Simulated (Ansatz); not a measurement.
# SiHO (doublet): PBE, BLYP, r2SCAN, B97M-V, PBE0, B3LYP, wB97M-V, B2PLYP over vertical spin and charge gaps, def2-QZVPP, part 3 of 3

Ansatz 0.2.0, Gaussian basis; def2-QZVPP, all electrons in the functionals, frozen cores in the correlation of double hybrids and RPA. The steps go on from the part before.

## Step 26: wB97M-V, charge 0, doublet

in.yaml

```yaml
crystal:
  periodic: [false, false, false]
  atoms:
    - {symbol: Si, position_ang: [0.000000, -0.101589, 0.514766]}
    - {symbol: O, position_ang: [0.000000, 0.107669, -0.993765]}
    - {symbol: H, position_ang: [0.000000, 1.121646, 1.430812]}
basis:
  gaussian: {orbitals: "def2-QZVPP.json"}
magnetization: {spin_polarized: true, initial_magnetization: 1}
hamiltonian: {xc: {name: wB97M-V}}
output: {orbitals: {seedname: orbitals}}
```

Launch:

```console
$ ansatz run in.yaml --threads 2 --pin off --events-out ev --progress --plain --max-ram 24576MiB --backend cuda --devices 0, --max-vram 18GiB
```

The log of the run (excerpt; [...] marks lines left out):

```text
Functional definition: wB97M-V
  name "wB97M-V"
  cite "Mardirossian & Head-Gordon, J. Chem. Phys. 144, 214110 (2016) doi:10.1063/1.4952647"
  cite "Becke, J. Chem. Phys. 107, 8554 (1997) doi:10.1063/1.475007"
  cite "Vydrov & Van Voorhis, J. Chem. Phys. 133, 244103 (2010) doi:10.1063/1.3521275"
  # Of w^i u^j: cxij and so on, Table III.
[...]
  gx(w, u) = 1 - cx + cx01*u + cx10*w
[...]
      + integral(e_c_pw_mod_opposite_spin*gos(b97_w_opposite, b97_u_opposite)) + vv10(b, c)
597 factors; their error is unknown
131 factors; integrals over basis functions are off by at most 3.9e-5 eV
[...]
mean field -9939.80436579 eV, -365.2810730016 hartree, gradient 5.5e-5 eV, S^2 0.755238; 0 other end points of the search recorded, 0 dependent functions left out
reference -9939.80440748 eV, -365.2810745336 hartree; 12, 11 occupied and 145, 146 virtual orbitals, 597 factors
Total energy: -9939.80440748 eV, -365.2810745336 hartree
```

Wall time 12 s (1 × H100 (card shared with other runs) with 2 threads of AMD EPYC 7R13, shared host); peak host memory 0.84 GiB.

From the report: ⟨S²⟩ of the determinant 0.755 (pure doublet: 0.75).

## Step 27: wB97M-V, charge 0, quartet

Edit in.yaml of step 26 so:

```diff
@@ -8,3 +8,3 @@
   gaussian: {orbitals: "def2-QZVPP.json"}
-magnetization: {spin_polarized: true, initial_magnetization: 1}
+magnetization: {spin_polarized: true, initial_magnetization: 3}
 hamiltonian: {xc: {name: wB97M-V}}
```

The command is unchanged.

The log of the run (excerpt; [...] marks lines left out):

```text
Functional definition: wB97M-V
  name "wB97M-V"
  cite "Mardirossian & Head-Gordon, J. Chem. Phys. 144, 214110 (2016) doi:10.1063/1.4952647"
  cite "Becke, J. Chem. Phys. 107, 8554 (1997) doi:10.1063/1.475007"
  cite "Vydrov & Van Voorhis, J. Chem. Phys. 133, 244103 (2010) doi:10.1063/1.3521275"
  # Of w^i u^j: cxij and so on, Table III.
[...]
  gx(w, u) = 1 - cx + cx01*u + cx10*w
[...]
      + integral(e_c_pw_mod_opposite_spin*gos(b97_w_opposite, b97_u_opposite)) + vv10(b, c)
597 factors; their error is unknown
131 factors; integrals over basis functions are off by at most 3.9e-5 eV
[...]
mean field -9935.45955268 eV, -365.1214040646 hartree, gradient 6.7e-6 eV, S^2 3.754689; 3 other end points of the search recorded, 0 dependent functions left out
reference -9935.45959279 eV, -365.1214055387 hartree; 13, 10 occupied and 144, 147 virtual orbitals, 597 factors
Total energy: -9935.45959279 eV, -365.1214055387 hartree
```

Wall time 7 s (1 × H100 (card shared with other runs) with 2 threads of AMD EPYC 7R13, shared host); peak host memory 0.85 GiB.

From the report: ⟨S²⟩ of the determinant 3.755 (pure quartet: 3.75).

From charge 0, doublet: +419.2 kJ/mol.

## Step 28: wB97M-V, charge 1, singlet

Edit in.yaml of step 27 so:

```diff
@@ -8,3 +8,4 @@
   gaussian: {orbitals: "def2-QZVPP.json"}
-magnetization: {spin_polarized: true, initial_magnetization: 3}
+total_charge: 1
+magnetization: {spin_polarized: true, initial_magnetization: 0}
 hamiltonian: {xc: {name: wB97M-V}}
```

Launched as before.

The log of the run (excerpt; [...] marks lines left out):

```text
Functional definition: wB97M-V
  name "wB97M-V"
  cite "Mardirossian & Head-Gordon, J. Chem. Phys. 144, 214110 (2016) doi:10.1063/1.4952647"
  cite "Becke, J. Chem. Phys. 107, 8554 (1997) doi:10.1063/1.475007"
  cite "Vydrov & Van Voorhis, J. Chem. Phys. 133, 244103 (2010) doi:10.1063/1.3521275"
  # Of w^i u^j: cxij and so on, Table III.
[...]
  gx(w, u) = 1 - cx + cx01*u + cx10*w
[...]
      + integral(e_c_pw_mod_opposite_spin*gos(b97_w_opposite, b97_u_opposite)) + vv10(b, c)
597 factors; their error is unknown
131 factors; integrals over basis functions are off by at most 3.9e-5 eV
[...]
mean field -9930.06194609 eV, -364.9230456811 hartree, gradient 1.6e-5 eV, S^2 0.000000; 1 other end points of the search recorded, 0 dependent functions left out
reference -9930.06198567 eV, -364.9230471356 hartree; 11, 11 occupied and 146, 146 virtual orbitals, 597 factors
Total energy: -9930.06198567 eV, -364.9230471356 hartree
```

It took 6 s on 1 × H100 (card shared with other runs) with 2 threads of AMD EPYC 7R13, shared host; peak host memory 0.85 GiB.

From the report: ⟨S²⟩ of the determinant 0.000 (pure singlet: 0.00).

From charge 0, doublet: +940.0 kJ/mol.

## Step 29: wB97M-V, charge 1, triplet

Edit in.yaml of step 28 so:

```diff
@@ -9,3 +9,3 @@
 total_charge: 1
-magnetization: {spin_polarized: true, initial_magnetization: 0}
+magnetization: {spin_polarized: true, initial_magnetization: 2}
 hamiltonian: {xc: {name: wB97M-V}}
```

Launched as before.

The log of the run (excerpt; [...] marks lines left out):

```text
Functional definition: wB97M-V
  name "wB97M-V"
  cite "Mardirossian & Head-Gordon, J. Chem. Phys. 144, 214110 (2016) doi:10.1063/1.4952647"
  cite "Becke, J. Chem. Phys. 107, 8554 (1997) doi:10.1063/1.475007"
  cite "Vydrov & Van Voorhis, J. Chem. Phys. 133, 244103 (2010) doi:10.1063/1.3521275"
  # Of w^i u^j: cxij and so on, Table III.
[...]
  gx(w, u) = 1 - cx + cx01*u + cx10*w
[...]
      + integral(e_c_pw_mod_opposite_spin*gos(b97_w_opposite, b97_u_opposite)) + vv10(b, c)
597 factors; their error is unknown
131 factors; integrals over basis functions are off by at most 3.9e-5 eV
[...]
mean field -9928.39319129 eV, -364.8617200733 hartree, gradient 1.3e-5 eV, S^2 2.006312; 3 other end points of the search recorded, 0 dependent functions left out
reference -9928.39323079 eV, -364.8617215250 hartree; 12, 10 occupied and 145, 147 virtual orbitals, 597 factors
Total energy: -9928.39323079 eV, -364.8617215250 hartree
```

Run time: 12 s. Hardware: 1 × H100 (card shared with other runs) with 2 threads of AMD EPYC 7R13, shared host; peak host memory 0.85 GiB.

From the report: ⟨S²⟩ of the determinant 2.006 (pure triplet: 2.00).

From charge 0, doublet: +1101.0 kJ/mol.

## Step 30: B2PLYP, charge 0, doublet

in.yaml

```yaml
crystal:
  periodic: [false, false, false]
  atoms:
    - {symbol: Si, position_ang: [0.000000, -0.101589, 0.514766]}
    - {symbol: O, position_ang: [0.000000, 0.107669, -0.993765]}
    - {symbol: H, position_ang: [0.000000, 1.121646, 1.430812]}
basis:
  gaussian: {orbitals: "def2-QZVPP.json"}
magnetization: {spin_polarized: true, initial_magnetization: 1}
hamiltonian: {xc: {name: B2PLYP}}
correlation: {electrons: outside_noble_gas}
```

Same command.

The log of the run (excerpt; [...] marks lines left out):

```text
Functional definition: B2PLYP
  name "B2PLYP"
  cite "Grimme, J. Chem. Phys. 124, 034108 (2006) doi:10.1063/1.2148954"
  cite "Becke, Phys. Rev. A 38, 3098 (1988) doi:10.1103/PhysRevA.38.3098"
  cite "Lee, Yang & Parr, Phys. Rev. B 37, 785 (1988) doi:10.1103/PhysRevB.37.785"
[...]
946 factors; integrals over basis functions are off by at most 9.1e-4 eV
[...]
mean field -9933.41060458 eV, -365.0461066108 hartree, gradient 5.3e-6 eV, S^2 0.763656; 2 other end points of the search recorded, 0 dependent functions left out
6 core orbitals not correlated: weight in the atoms' cores, before any rotation towards them, 1.000 or more for the frozen orbitals, at most 0.000 for the correlated occupied ones
reference -9933.41073219 eV, -365.0461113004 hartree; 6, 5 occupied and 145, 146 virtual orbitals, 946 factors
second order -12.40713697 eV of doubles, -0.00000000 eV of singles
Total energy: -9936.76065917 eV, -365.1692188464 hartree
```

Wall time 9 s (1 × H100 (card shared with other runs) with 2 threads of AMD EPYC 7R13, shared host); peak host memory 0.85 GiB.

From the report: ⟨S²⟩ of the determinant 0.764 (pure doublet: 0.75).

## Step 31: B2PLYP, charge 0, quartet

Edit in.yaml of step 30 so:

```diff
@@ -8,3 +8,3 @@
   gaussian: {orbitals: "def2-QZVPP.json"}
-magnetization: {spin_polarized: true, initial_magnetization: 1}
+magnetization: {spin_polarized: true, initial_magnetization: 3}
 hamiltonian: {xc: {name: B2PLYP}}
```

Same command.

The log of the run (excerpt; [...] marks lines left out):

```text
Functional definition: B2PLYP
  name "B2PLYP"
  cite "Grimme, J. Chem. Phys. 124, 034108 (2006) doi:10.1063/1.2148954"
  cite "Becke, Phys. Rev. A 38, 3098 (1988) doi:10.1103/PhysRevA.38.3098"
  cite "Lee, Yang & Parr, Phys. Rev. B 37, 785 (1988) doi:10.1103/PhysRevB.37.785"
[...]
946 factors; integrals over basis functions are off by at most 9.1e-4 eV
[...]
mean field -9929.87316059 eV, -364.9161079419 hartree, gradient 4.9e-6 eV, S^2 3.758264; 4 other end points of the search recorded, 0 dependent functions left out
6 core orbitals not correlated: weight in the atoms' cores, before any rotation towards them, 1.000 or more for the frozen orbitals, at most 0.000 for the correlated occupied ones
reference -9929.87328788 eV, -364.9161126197 hartree; 7, 4 occupied and 144, 147 virtual orbitals, 946 factors
second order -9.21733130 eV of doubles, -0.00000000 eV of singles
Total energy: -9932.36196733 eV, -365.0075699026 hartree
```

It took 11 s on 1 × H100 (card shared with other runs) with 2 threads of AMD EPYC 7R13, shared host; peak host memory 0.84 GiB.

From the report: ⟨S²⟩ of the determinant 3.758 (pure quartet: 3.75).

From charge 0, doublet: +424.4 kJ/mol.

## Step 32: B2PLYP, charge 1, singlet

Edit in.yaml of step 31 so:

```diff
@@ -8,3 +8,4 @@
   gaussian: {orbitals: "def2-QZVPP.json"}
-magnetization: {spin_polarized: true, initial_magnetization: 3}
+total_charge: 1
+magnetization: {spin_polarized: true, initial_magnetization: 0}
 hamiltonian: {xc: {name: B2PLYP}}
```

Same command.

The log of the run (excerpt; [...] marks lines left out):

```text
Functional definition: B2PLYP
  name "B2PLYP"
  cite "Grimme, J. Chem. Phys. 124, 034108 (2006) doi:10.1063/1.2148954"
  cite "Becke, Phys. Rev. A 38, 3098 (1988) doi:10.1103/PhysRevA.38.3098"
  cite "Lee, Yang & Parr, Phys. Rev. B 37, 785 (1988) doi:10.1103/PhysRevB.37.785"
[...]
946 factors; integrals over basis functions are off by at most 9.1e-4 eV
[...]
mean field -9923.70753802 eV, -364.6895254918 hartree, gradient 1.8e-6 eV, S^2 0.512966; 7 other end points of the search recorded, 0 dependent functions left out
6 core orbitals not correlated: weight in the atoms' cores, before any rotation towards them, 1.000 or more for the frozen orbitals, at most 0.000 for the correlated occupied ones
reference -9923.70765533 eV, -364.6895298028 hartree; 5, 5 occupied and 146, 146 virtual orbitals, 946 factors
second order -10.86778257 eV of doubles, -0.00000000 eV of singles
Total energy: -9926.64195662 eV, -364.7973633864 hartree
```

Run time: 9 s. Hardware: 1 × H100 (card shared with other runs) with 2 threads of AMD EPYC 7R13, shared host; peak host memory 0.84 GiB.

From the report: ⟨S²⟩ of the determinant 0.513 (pure singlet: 0.00). The determinant is far from a pure spin state, so its energy mixes those of several spin states (harmless only where they are near-degenerate, as at dissociation).

From charge 0, doublet: +976.3 kJ/mol.

## Step 33: B2PLYP, charge 1, triplet

Edit in.yaml of step 32 so:

```diff
@@ -9,3 +9,3 @@
 total_charge: 1
-magnetization: {spin_polarized: true, initial_magnetization: 0}
+magnetization: {spin_polarized: true, initial_magnetization: 2}
 hamiltonian: {xc: {name: B2PLYP}}
```

Launched as before.

The log of the run (excerpt; [...] marks lines left out):

```text
Functional definition: B2PLYP
  name "B2PLYP"
  cite "Grimme, J. Chem. Phys. 124, 034108 (2006) doi:10.1063/1.2148954"
  cite "Becke, Phys. Rev. A 38, 3098 (1988) doi:10.1103/PhysRevA.38.3098"
  cite "Lee, Yang & Parr, Phys. Rev. B 37, 785 (1988) doi:10.1103/PhysRevB.37.785"
[...]
946 factors; integrals over basis functions are off by at most 9.1e-4 eV
[...]
mean field -9922.77904482 eV, -364.6554039959 hartree, gradient 6.6e-6 eV, S^2 2.011936; 6 other end points of the search recorded, 0 dependent functions left out
6 core orbitals not correlated: weight in the atoms' cores, before any rotation towards them, 1.000 or more for the frozen orbitals, at most 0.000 for the correlated occupied ones
reference -9922.77916244 eV, -364.6554083184 hartree; 6, 4 occupied and 145, 147 virtual orbitals, 946 factors
second order -8.93258830 eV of doubles, -0.00000000 eV of singles
Total energy: -9925.19096128 eV, -364.7440402911 hartree
```

Wall time 13 s (1 × H100 (card shared with other runs) with 2 threads of AMD EPYC 7R13, shared host); peak host memory 0.85 GiB.

From the report: ⟨S²⟩ of the determinant 2.012 (pure triplet: 2.00).

From charge 0, doublet: +1116.3 kJ/mol.

## Step 34: Against the wave-function levels

No level is safe as a reference over these points; UCCSD(T) serves as a yardstick only. It and the other wave-function rows come from earlier runs at the same points. Energies in kJ/mol, counted from charge 0, doublet; blanks weren't run or aren't comparable.

| level | doublet to quartet | ionisation to the singlet cation | ionisation to the triplet cation |
| --- | --- | --- | --- |
| UCCSD(T) | 412.5 |  | 1115.0 |
| PBE | 422.0 | 932.9 | 1126.5 |
| BLYP | 436.2 | 922.6 | 1117.3 |
| r2SCAN | 388.2 | 954.0 | 1105.0 |
| B97M-V | 400.7 | 946.7 | 1102.0 |
| PBE0 | 386.3 | 955.9 | 1096.8 |
| B3LYP | 410.9 | 955.6 | 1112.1 |
| wB97M-V | 419.2 | 940.0 | 1101.0 |
| B2PLYP | 424.4 | 976.3 | 1116.3 |
| RHF | 227.0 | 943.1 | 901.1 |
| UHF | 221.2 | 846.6 | 894.1 |
| UMP2 | 446.0 |  | 1142.4 |

Largest miss and mean time a point (UCCSD(T) took 37 s a point; shared hosts):

```csv
level,largest miss (kJ/mol),where,time a point
PBE,+11.5,ionisation to the triplet cation,12 s
BLYP,+23.7,doublet to quartet,11 s
r2SCAN,-24.3,doublet to quartet,12 s
B97M-V,-13.0,ionisation to the triplet cation,15 s
PBE0,-26.2,doublet to quartet,10 s
B3LYP,-2.9,ionisation to the triplet cation,11 s
wB97M-V,-14.0,ionisation to the triplet cation,9 s
B2PLYP,+11.9,doublet to quartet,10 s
RHF,-213.9,ionisation to the triplet cation,
UHF,-220.9,ionisation to the triplet cation,
UMP2,+33.5,doublet to quartet,
```

## Step 35: Outcome

This closing draws on all 3 parts.

```
                                  quantity                                            value
              doublet to quartet, UCCSD(T)                                     412.5 kJ/mol
ionisation to the triplet cation, UCCSD(T)                                    1115.0 kJ/mol
                         largest miss, PBE  +11.5 kJ/mol (ionisation to the triplet cation)
                        largest miss, BLYP                +23.7 kJ/mol (doublet to quartet)
                      largest miss, r2SCAN                -24.3 kJ/mol (doublet to quartet)
                      largest miss, B97M-V  -13.0 kJ/mol (ionisation to the triplet cation)
                        largest miss, PBE0                -26.2 kJ/mol (doublet to quartet)
                       largest miss, B3LYP   -2.9 kJ/mol (ionisation to the triplet cation)
                     largest miss, wB97M-V  -14.0 kJ/mol (ionisation to the triplet cation)
                      largest miss, B2PLYP                +11.9 kJ/mol (doublet to quartet)
```

**Reading.** Misses are known at 2 of 3 points at best, and only functionals with that many are ranked. Of the functionals, B3LYP keep the smallest largest miss at the points compared (at most 2.9 kJ/mol) and PBE0 strays most (26.2 kJ/mol, at doublet to quartet). B2PLYP clearly breaks the spin symmetry at some points (⟨S²⟩ up to 0.51 above the pure value), so energy there is bought with a mixed spin. Functionals and the yardstick converge differently with the basis, so part of each miss in def2-QZVPP is the basis. The yardstick itself may be off where one determinant is a poor start.
